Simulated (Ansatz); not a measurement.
The input, for Ansatz 0.2.0:

```yaml
crystal:
  periodic: [false, false, false]
  atoms:
    - {symbol: N, position_ang: [0.000000, 0.093904, 1.661900]}
    - {symbol: Ga, position_ang: [0.000000, -0.039184, -0.318801]}
    - {symbol: H, position_ang: [0.000000, 1.405604, -1.041722]}
basis:
  gaussian: {orbitals: def2-mTZVP}
total_charge: 1
magnetization: {spin_polarized: false, initial_magnetization: 2}
correlation: {method: ccsd_t, electrons: outside_noble_gas}
scf: {omitted_lower_state_checks: [cluster_reference]}
output: {forces: true}
```

```sh
$ ansatz run in.yaml --threads 1 --pin off --events-out ev --progress --plain --max-ram 2393MiB
```

(1) Roughly how long does this take on 1 thread of Arm Neoverse V2, shared host, and how much host memory?

```
these checks for a lower state are left out or cut short: cluster_reference
519 factors; integrals over basis functions are off by at most 8.8e-4 eV
mean field evaluation 1: about -53810.0279 eV, gradient 4.6e1 eV
mean field evaluation 2: about -53810.0296 eV, gradient 4.6e1 eV
mean field evaluation 4: about -53818.7824 eV, gradient 1.7e1 eV
mean field evaluation 8: about -53820.9383 eV, gradient 2.0e0 eV
mean field evaluation 16: about -53820.9989 eV, gradient 9.5e-6 eV
mean field evaluation 32: about -53819.8741 eV, gradient 4.0e0 eV
mean field evaluation 64: about -53818.2289 eV, gradient 1.1e0 eV
mean field evaluation 96: about -53815.8341 eV, gradient 8.2e0 eV
mean field evaluation 128: about -53820.9971 eV, gradient 2.1e-1 eV
mean field -53820.99886425 eV, -1977.8852270778 hartree, gradient 1.9e-6 eV, S^2 2.000000; 10 other end points of the search recorded, 0 dependent functions left out
15 core orbitals not correlated: weight in the atoms' cores, before any rotation towards them, 0.989 or more for the frozen orbitals, at most 0.022 for the correlated occupied ones
reference -53820.99886425 eV, -1977.8852270778 hartree; 5, 3 occupied and 38, 40 virtual orbitals, 519 factors
second order -4.15702446 eV of doubles, -0.11302946 eV of singles
cycle   1  -4.77700326 eV  change   -5.0e-1 eV  update   8.8e-2
...
cycle  13  -5.20227902 eV  change   -2.4e-6 eV  update   7.3e-5
cycle  14  -5.20228211 eV  change   -3.1e-6 eV  update   4.4e-5
cycle  15  -5.20225828 eV  change    2.4e-5 eV  update   2.6e-5
cycle  16  -5.20226933 eV  change   -1.1e-5 eV  update   1.5e-5
cycle  17  -5.20227605 eV  change   -6.7e-6 eV  update   1.0e-5
cycle  18  -5.20227653 eV  change   -4.8e-7 eV  update   6.7e-6
cycle  19  -5.20227357 eV  change    3.0e-6 eV  update   4.3e-6
cycle  20  -5.20227101 eV  change    2.6e-6 eV  update   2.5e-6
cycle  21  -5.20227213 eV  change   -1.1e-6 eV  update   1.3e-6
cycle  22  -5.20227363 eV  change   -1.5e-6 eV  update   6.9e-7
perturbative correction -0.20632491 eV, -0.0075823005 hartree
the calculation of the forces begins
Total energy: -53826.40746278 eV, -1978.0839894079 hartree
Atom 0 at     0.000000     0.093904     1.661900 Å, force    -0.000000    -0.523099     0.154162 eV/Å
Atom 1 at     0.000000    -0.039184    -0.318801 Å, force     0.000000     0.988596     0.344252 eV/Å
Atom 2 at     0.000000     1.405604    -1.041722 Å, force     0.000000    -0.465497    -0.498414 eV/Å
Dipole moment:    -0.000000    -0.196281    -0.381959 e Å
Checks for a lower state left out: cluster_reference
```

Forces (eV/Å):
```
N    0.000 -0.523  0.154
Ga   0.000  0.989  0.344
H    0.000 -0.465 -0.498
```

Results:

(1) 6.5 s wall and 0.17 GiB.
